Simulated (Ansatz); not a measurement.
Geometry optimisation, RKS B3LYP-D4/STO-3G in Ansatz.

The input (input.yaml):

```yaml
crystal:
  periodic: [false, false, false]
  atoms:
    - { symbol: C, position_ang: [0.6375, -2.1811, -1.4532] }
    - { symbol: C, position_ang: [0.7263, -1.0662, -0.7211] }
    - { symbol: C, position_ang: [1.4289, -0.4445, 0.2995] }
    - { symbol: C, position_ang: [0.3265, 0.2412, -0.4322] }
    - { symbol: C, position_ang: [-1.0511, 0.4232, 0.2558] }
    - { symbol: C, position_ang: [-1.0653, 1.7517, 1.0515] }
    - { symbol: H, position_ang: [-0.1598, -2.1897, -2.2165] }
    - { symbol: H, position_ang: [1.2831, -2.9737, -1.3482] }
    - { symbol: H, position_ang: [1.3147, -0.8062, 1.3574] }
    - { symbol: H, position_ang: [2.4613, -0.1021, 0.0986] }
    - { symbol: H, position_ang: [0.4566, 1.002, -1.1371] }
    - { symbol: H, position_ang: [-1.2465, -0.3897, 0.9776] }
    - { symbol: H, position_ang: [-1.9089, 0.4731, -0.4842] }
    - { symbol: H, position_ang: [-2.0557, 1.8864, 1.5676] }
    - { symbol: H, position_ang: [-0.282, 1.7281, 1.8208] }
    - { symbol: H, position_ang: [-0.8884, 2.6249, 0.4082] }
basis:
  gaussian: { orbitals: STO-3G }
hamiltonian:
  xc: b3lyp
  dispersion: d4
relax:
  f_tol: 0.02
  max_steps: 40
scf:
  lower_state_search: "off"
```

Run as:

```bash
$ ansatz run input.yaml --threads 1 --pin off --max-ram 2048MiB --backend cpu --events-out ev --progress --plain --runs-dir out
```

Q: Where does it end, and by what steps?

A: The run converged. Limits of this set-up: minimal basis. After 8 steps the energy has fallen by 0.898 eV; H7 moved furthest, 0.15 Å.

```csv
step,energy less start (eV),largest force component (eV/Å),accepted
0,0.0000,6.852,yes
1,-0.7916,1.999,yes
2,-0.8545,0.750,yes
3,-0.7888,0.973,no
4,-0.8889,0.463,yes
5,-0.8964,0.044,yes
6,-0.8970,0.055,yes
7,-0.8972,0.057,yes
8,-0.8978,0.013,yes
```

```xyz
16
Properties=species:S:1:pos:R:3
C 0.620 -2.234 -1.508
C 0.755 -1.134 -0.781
C 1.465 -0.409 0.318
C 0.279 0.246 -0.443
C -1.075 0.461 0.275
C -1.086 1.777 1.105
H -0.151 -2.323 -2.285
H 1.273 -3.105 -1.369
H 1.295 -0.731 1.354
H 2.476 -0.023 0.133
H 0.546 1.051 -1.146
H -1.274 -0.400 0.937
H -1.882 0.492 -0.479
H -2.053 1.902 1.616
H -0.289 1.760 1.865
H -0.922 2.647 0.452
```

Whether the end is a true minimum wasn't checked by a vibrational analysis.

Run time: 24 s on 1 thread of Arm Neoverse V1, with other jobs on the host, peak memory 0.096 GiB.
